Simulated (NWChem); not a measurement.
The numbers come from NWChem runs, not from measurements. System: HCl, charge 0, spin multiplicity 1, displaced from the optimised geometry.

The NWChem input:

```
start mol
memory heap 200 mb stack 900 mb global 1100 mb
geometry units angstroms nocenter noautoz
  Cl     0.000000     0.000000     0.072827
  H      0.000000     0.000000    -1.238066
  symmetry group C2v
end
basis spherical
  * library def2-tzvp
end
dft
  xc b3lyp
  semidirect memsize 60000000 filesize 0
  iterations 100
  convergence nodiis damp 40
end
task dft gradient
```

The output up to the point where the run's verdict is printed (cleaned and shortened):

```
             Northwest Computational Chemistry Package (NWChem) 7.3.0
             --------------------------------------------------------

                                NWChem Input Module
                                -------------------

 Scaling coordinates for geometry "geometry" by  1.889725989
 (inverse scale =  0.529177249)

 Turning off AUTOSYM since
 SYMMETRY directive was detected!

                             Geometry "geometry" -> ""
                             -------------------------

 Output coordinates in angstroms (scale by  1.889725989 to convert to a.u.)

  No.       Tag          Charge          X              Y              Z
 ---- ---------------- ---------- -------------- -------------- --------------
    1 Cl                  17.0000     0.00000000     0.00000000     0.07282700
    2 H                    1.0000     0.00000000     0.00000000    -1.23806600

 Effective nuclear repulsion energy (a.u.)       6.8625076440

            Nuclear Dipole moment (a.u.)
            ----------------------------
        X                 Y               Z
 ---------------- ---------------- ----------------
     0.0000000000     0.0000000000    -0.0000132281

      Symmetry information
      --------------------

 Group name             C2v
 Group number             16
 Group order               4
 No. of unique centers     2

      Symmetry unique atoms

     1    2


 Summary of "ao basis" -> "" (spherical)
 ------------------------------------------------------------------------------
       Tag                 Description            Shells   Functions and Types
 ---------------- ------------------------------  ------  ---------------------
 *                         def2-tzvp                  on all atoms

                                 NWChem DFT Module
                                 -----------------

 Summary of "ao basis" -> "ao basis" (spherical)
 ------------------------------------------------------------------------------
       Tag                 Description            Shells   Functions and Types
 ---------------- ------------------------------  ------  ---------------------
[...]
 !! scf_movecs_sym_adapt:   20 vectors were symmetry contaminated

 d= 0,ls=0.0         84   -457.8682411945  3.61D-01  1.16D-01               2.7

 !! scf_movecs_sym_adapt:   20 vectors were symmetry contaminated

  Symmetry fudging

 !! scf_movecs_sym_adapt:   20 vectors were symmetry contaminated

 d= 0,ls=0.0         85   -458.2277800677 -3.60D-01  1.16D-01               2.7

 !! scf_movecs_sym_adapt:   20 vectors were symmetry contaminated

  Symmetry fudging

 !! scf_movecs_sym_adapt:   20 vectors were symmetry contaminated

 d= 0,ls=0.0         86   -457.8676260206  3.60D-01  1.16D-01               2.8

 !! scf_movecs_sym_adapt:   20 vectors were symmetry contaminated

  Symmetry fudging

 !! scf_movecs_sym_adapt:   20 vectors were symmetry contaminated

 d= 0,ls=0.0         87   -458.2273768189 -3.60D-01  1.16D-01               2.8

 !! scf_movecs_sym_adapt:   20 vectors were symmetry contaminated

  Symmetry fudging

 !! scf_movecs_sym_adapt:   20 vectors were symmetry contaminated

 d= 0,ls=0.0         88   -457.8673761334  3.60D-01  1.16D-01               2.8

 !! scf_movecs_sym_adapt:   20 vectors were symmetry contaminated

  Symmetry fudging

 !! scf_movecs_sym_adapt:   20 vectors were symmetry contaminated

 d= 0,ls=0.0         89   -458.2272103879 -3.60D-01  1.16D-01               2.9

 !! scf_movecs_sym_adapt:   20 vectors were symmetry contaminated

  Symmetry fudging

 !! scf_movecs_sym_adapt:   18 vectors were symmetry contaminated

 d= 0,ls=0.0         90   -457.8672738272  3.60D-01  1.16D-01               2.9

 !! scf_movecs_sym_adapt:   20 vectors were symmetry contaminated

  Symmetry fudging

 !! scf_movecs_sym_adapt:   20 vectors were symmetry contaminated

 d= 0,ls=0.0         91   -458.2271409940 -3.60D-01  1.16D-01               3.0

 !! scf_movecs_sym_adapt:   20 vectors were symmetry contaminated

  Symmetry fudging

 !! scf_movecs_sym_adapt:   20 vectors were symmetry contaminated

 d= 0,ls=0.0         92   -457.8672315532  3.60D-01  1.16D-01               3.0

 !! scf_movecs_sym_adapt:   20 vectors were symmetry contaminated

  Symmetry fudging

 !! scf_movecs_sym_adapt:   18 vectors were symmetry contaminated

 d= 0,ls=0.0         93   -458.2271117266 -3.60D-01  1.16D-01               3.0

 !! scf_movecs_sym_adapt:   20 vectors were symmetry contaminated

  Symmetry fudging

 !! scf_movecs_sym_adapt:   20 vectors were symmetry contaminated

 d= 0,ls=0.0         94   -457.8672139004  3.60D-01  1.16D-01               3.1

 !! scf_movecs_sym_adapt:   20 vectors were symmetry contaminated

  Symmetry fudging

 !! scf_movecs_sym_adapt:   18 vectors were symmetry contaminated

 d= 0,ls=0.0         95   -458.2270992279 -3.60D-01  1.16D-01               3.1

 !! scf_movecs_sym_adapt:   20 vectors were symmetry contaminated

  Symmetry fudging

 !! scf_movecs_sym_adapt:   20 vectors were symmetry contaminated

 d= 0,ls=0.0         96   -457.8672064423  3.60D-01  1.16D-01               3.1

 !! scf_movecs_sym_adapt:   20 vectors were symmetry contaminated

  Symmetry fudging

 !! scf_movecs_sym_adapt:   16 vectors were symmetry contaminated

 d= 0,ls=0.0         97   -458.2270938192 -3.60D-01  1.16D-01               3.2

 !! scf_movecs_sym_adapt:   20 vectors were symmetry contaminated

  Symmetry fudging

 !! scf_movecs_sym_adapt:   20 vectors were symmetry contaminated

 d= 0,ls=0.0         98   -457.8672032513  3.60D-01  1.16D-01               3.2

 !! scf_movecs_sym_adapt:   20 vectors were symmetry contaminated

  Symmetry fudging

 !! scf_movecs_sym_adapt:   20 vectors were symmetry contaminated

 d= 0,ls=0.0         99   -458.2270914464 -3.60D-01  1.16D-01               3.3

 !! scf_movecs_sym_adapt:   20 vectors were symmetry contaminated

  Symmetry fudging

 !! scf_movecs_sym_adapt:   20 vectors were symmetry contaminated

 d= 0,ls=0.0        100   -457.8672018677  3.60D-01  1.16D-01               3.3
```

The run did not converge; its last values are not results. The next line reads: Calculation failed to converge. NWChem stopped with the message: dft gradient failed.
